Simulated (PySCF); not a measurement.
# `C([C@@H]1[C@H](C)C1)F`, C₅H₉F

Geometry (Å), atoms numbered from 1 in this order:
```xyz
15

C     1.518   -0.759   -0.135
C     0.788    0.560   -0.146
C     0.099    1.060    1.089
C    -0.713    0.625   -0.095
C    -1.540   -0.636   -0.057
F    -2.879   -0.320   -0.014
H     1.073   -1.450    0.576
H     1.498   -1.218   -1.122
H     2.559   -0.605    0.146
H     1.271    1.306   -0.766
H     0.100    0.417    1.957
H     0.143    2.111    1.329
H    -1.193    1.399   -0.682
H    -1.400   -1.238   -0.963
H    -1.336   -1.245    0.830
```

Method used: GIAO B3LYP/pcSseg-1 magnetisability, rotational g tensor and spin-rotation constants, non-relativistic, gas phase (PySCF 2.14.0). Geometry: GFN2-xTB, dihedral held. The dihedral C2–C4–C5–F6 is held at 180°.

(1) How diamagnetic is it, and how anisotropic?

(2) Split it along the inertial axes a, b, c into diamagnetic and paramagnetic parts about the centre of mass, with the quadrupole moment.

(3) And the rotational g tensor?

Answers

(1) Isotropic -1066 × 10⁻³⁰ J/T², or -64.2 × 10⁻⁶ cm³/mol; principal values -1178, -1065, -956 × 10⁻³⁰ J/T², anisotropy 193 × 10⁻³⁰ J/T² (root of half the summed squared differences of the principal values). The susceptibility is in cgs units.

(2) 
| axis | χ (10⁻⁶ cm³/mol) | diamagnetic (10⁻⁶ cm³/mol) | paramagnetic (10⁻⁶ cm³/mol) | summed x² of all electrons (Å²) | quadrupole Θ (D Å) |
| --- | --- | --- | --- | --- | --- |
| a | -64.3 | -272.6 | 208.3 | 126.2 | -6.79 |
| b | -65.9 | -621.3 | 555.4 | 44.0 | +3.15 |
| c | -62.5 | -721.7 | 659.2 | 20.3 | +3.65 |

Anisotropies 2χaa − χbb − χcc = -0.2 and 2χbb − χaa − χcc = -5.0 × 10⁻⁶ cm³/mol. Θ is traceless in Buckingham's convention.

(3) 
```tsv
axis	rotational constant (GHz)	g	nuclear part	electronic part
a	6.9421	-0.0002	0.6791	-0.6793
b	2.1575	-0.0044	0.5586	-0.5629
c	1.8451	-0.0069	0.5645	-0.5715
```
Asymmetric top; isotopes 12C, 19F, 1H; no vibrational averaging.
